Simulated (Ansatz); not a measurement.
# One shape, several levels: HNO2 (nitrous acid)

Aim: a comparison of 4 runs (PBE0/STO-3G, SVWN5/STO-3G, UPBE0/STO-3G, CCSDT(Q)/STO-3G) of HNO2 (nitrous acid). 

Program for the calculation: Ansatz 0.2.0.

61 further runs of the same task are left out: 1 that didn't finish, 60 set aside as unsound or not needed.

### 1 Starting point

HNO2: 4 atoms, total charge 0, spin state singlet. SMILES: `O=NO`. The O3–N2 distance was set to 2.795 Å, away from the relaxed value. At this shape a bond of the SMILES string is far longer than usual.

Bond lengths: O1–N2 1.162 Å, O3–H4 0.967 Å.

### 2 A single-point energy at PBE0/STO-3G (run 1)

molecule.yaml reads:

```yaml
basis:
  gaussian: {orbitals: STO-3G}
crystal:
  periodic: [false, false, false]
  atoms:
    - {symbol: O, position_ang: [1.096456, -0.806838, 2.307288]}
    - {symbol: "N", position_ang: [1.002956, -1.273468, 1.247398]}
    - {symbol: O, position_ang: [-0.362650, 0.434660, -0.492650]}
    - {symbol: H, position_ang: [-0.371140, -0.062490, -1.321980]}
hamiltonian: {xc: {name: PBE0}}
accuracy: high
magnetization: {spin_polarized: false}
```

Run with:

```sh
$ ansatz run molecule.yaml --threads 1 --pin off --max-ram 3480MiB --events-out events.jsonl --progress --plain --runs-dir runs
```

Output:

```text
Warning: RAYON_NUM_THREADS=1 ignored (pool sized by the plan → 1); use --threads N
Functional definition: PBE0
  name "PBE0"
  parameter a = 0.25
  parameter kappa = 0.804
  parameter beta = 0.06672455060314922
  exchange = (1 - a)*pbe_x(kappa = kappa, mu = beta*pi^2/3) + a*exact_x
  correlation = pbe_c(beta = beta)
257 factors; integrals over basis functions are off by at most 3.3e-8 eV
mean field evaluation 1: about -5499.1174 eV, gradient 3.0e1 eV
mean field evaluation 2: about -5125.7413 eV, gradient 1.3e2 eV
mean field evaluation 4: about -5500.3475 eV, gradient 2.8e1 eV
mean field evaluation 8: about -5503.9304 eV, gradient 2.5e1 eV
mean field evaluation 16: about -5511.0617 eV, gradient 5.4e-9 eV
mean field evaluation 32: about -5510.2361 eV, gradient 1.4e1 eV
mean field -5511.06168779 eV, -202.5277814944 hartree, gradient 2.5e-8 eV, S^2 0.000000; 4 other end points of the search recorded, 0 dependent functions left out
reference -5511.06168879 eV, -202.5277815312 hartree; 12, 12 occupied and 4, 4 virtual orbitals, 257 factors
Total energy: -5511.06168879 eV, -202.5277815312 hartree
```

Run time: 0.56 s. Hardware: 1 thread of Intel Xeon 6975P-C (Granite Rapids), shared host.

### 3 A single-point energy at SVWN5/STO-3G (run 2)

in.yaml reads:

```yaml
crystal:
  periodic: [false, false, false]
  atoms:
    - {symbol: O, position_ang: [1.096456, -0.806838, 2.307288]}
    - {symbol: "N", position_ang: [1.002956, -1.273468, 1.247398]}
    - {symbol: O, position_ang: [-0.362650, 0.434660, -0.492650]}
    - {symbol: H, position_ang: [-0.371140, -0.062490, -1.321980]}
basis:
  gaussian: {orbitals: STO-3G}
total_charge: 0
hamiltonian: {xc: {name: SVWN5}}
accuracy: high
```

Run with:

```sh
$ ansatz run in.yaml --threads 1 --pin off --max-ram 3480MiB --events-out events.jsonl --progress --plain --runs-dir runs
```

Output:

```text
Warning: RAYON_NUM_THREADS=1 ignored (pool sized by the plan → 1); use --threads N
Functional definition: SVWN5
  name "SVWN5"
  exchange = slater_x
  correlation = vwn5_c
257 factors; integrals over basis functions are off by at most 3.3e-8 eV
mean field evaluation 1: about -5461.0122 eV, gradient 3.6e1 eV
mean field evaluation 2: about -5075.4898 eV, gradient 1.1e2 eV
mean field evaluation 4: about -5347.3178 eV, gradient 8.5e1 eV
mean field evaluation 8: about -5475.3947 eV, gradient 1.6e-1 eV
mean field evaluation 16: about -5454.2418 eV, gradient 8.2e1 eV
mean field evaluation 32: about -5475.1944 eV, gradient 3.8e-2 eV
mean field -5475.35373417 eV, -201.2155384028 hartree, gradient 5.2e-8 eV, S^2 0.000000; 4 other end points of the search recorded, 0 dependent functions left out
reference -5475.35373547 eV, -201.2155384506 hartree; 12, 12 occupied and 4, 4 virtual orbitals, 257 factors
Total energy: -5475.35373547 eV, -201.2155384506 hartree
```

It took 0.52 s on 1 thread of Intel Xeon 6975P-C (Granite Rapids), shared host.

Run 3 isn't shown in full; the table further down has it.

### 4 A single-point energy at CCSDT(Q)/STO-3G (run 4)

input.yaml reads:

```yaml
crystal:
  periodic: [false, false, false]
  atoms:
    - {symbol: O, position_ang: [1.096456, -0.806838, 2.307288]}
    - {symbol: "N", position_ang: [1.002956, -1.273468, 1.247398]}
    - {symbol: O, position_ang: [-0.362650, 0.434660, -0.492650]}
    - {symbol: H, position_ang: [-0.371140, -0.062490, -1.321980]}
basis:
  gaussian: {orbitals: STO-3G}
total_charge: 0
correlation: {method: ccsdt_q, frozen_orbitals: {H: 0, "N": 1, O: 1}}
accuracy: high
scf: {omitted_lower_state_checks: [cluster_reference, increment]}
```

Run with:

```sh
$ ansatz run input.yaml --threads 1 --pin off --max-ram 3480MiB --events-out events.jsonl --progress --plain --runs-dir runs
```

Output:

```text
Warning: RAYON_NUM_THREADS=1 ignored (pool sized by the plan → 1); use --threads N
[... 14 lines left out ...]
3 core orbitals not correlated: weight in the atoms' cores, before any rotation towards them, 1.000 or more for the frozen orbitals, at most 0.000 for the correlated occupied ones
[... 67 lines left out ...]
WARN: these amplitudes may be one of several solutions (largest doubles amplitude 0.90, level shift 16.78 eV)
Total energy: -5498.13129093 eV, -202.0525981744 hartree
Checks for a lower state left out: cluster_reference, increment
```

It took 0.36 s on 1 thread of Intel Xeon 6975P-C (Granite Rapids), shared host.

### 5 The series

| run | level | frozen core orbitals | energy (Eh) | wall time |
| --- | --- | --- | --- | --- |
| 1 | PBE0/STO-3G | – | -202.527782 | 0.56 s |
| 2 | SVWN5/STO-3G | – | -201.215538 | 0.52 s |
| 3 | UPBE0/STO-3G | – | -202.607895 | 3.6 s |
| 4 | CCSDT(Q)/STO-3G | 3 | -202.052598 | 0.36 s |

### 6 Outcome

| quantity | value |
| --- | --- |
| run 4: total energy | -202.05260 Eh |
| run 4: correlation energy (3 core orbitals frozen) | -413.0 mEh |
| run 4: T1 diagnostic | 0.029 |

In words: Totals of different functionals can't be ranked against each other. In run 4 the log says that unrestricted orbitals would lower the reference, so the values rest on an unstable closed-shell determinant (other closed-shell runs at this shape may share the fault). In runs 1, 2, 3, 4 the basis is minimal, so the values are rough. In runs 1, 2 a closed-shell determinant meets a far-stretched bond, which it describes badly. Spin contamination of the reference: run 3 ⟨S²⟩ = 0.98. Where it is this large, the reference is a mixture of spin states, and values that rest on it are in doubt. All runs together took 5.1 s, the longest 3.6 s.
